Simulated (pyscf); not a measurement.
Thermochemistry of product channels of SnH₂ (SMILES [SnH2]) [singlet] + H₂O (SMILES O) on the singlet surface, in kJ/mol, from ωB97M-D3(BJ)/def2-TZVP energies (ideal gas, 1 atm, RRHO with modes under 100 cm⁻¹ raised to 100, one conformer, R ln 2 for rigid chiral ones). Single points on ωB97X-D3(BJ)/def2-SVP structures (PySCF, gas phase).

```csv
products,ΔE,ΔH(298 K),ΔG(298 K),ΔG(600 K)
HO–SnH: (SMILES [OH][SnH]) [singlet] + H₂ (SMILES [H][H]),…,-62.5,-56.0,…
HO–SnH₃ (SMILES [OH][SnH3]),-86.8,-87.4,-47.7,…
O=SnH₂ (SMILES [O]=[SnH2]) + H₂ (SMILES [H][H]),+171.2,+153.5,+161.8,+168.9
```

### Question
Some entries are withheld; supply them.

### Answer

- HO–SnH: (SMILES [OH][SnH]) [singlet] + H₂ (SMILES [H][H]), ΔE: -55.1
- HO–SnH: (SMILES [OH][SnH]) [singlet] + H₂ (SMILES [H][H]), ΔG(600 K): -50.7
- HO–SnH₃ (SMILES [OH][SnH3]), ΔG(600 K): -8.1

The channel to HO–SnH₃ turns unfavourable between 298 and 1200 K (ΔG from -47.7 kJ/mol to +65.1 kJ/mol).

These are energies of the channels, which say nothing of barriers. Elements past Kr carry the def2 core potentials, without spin-orbit coupling.
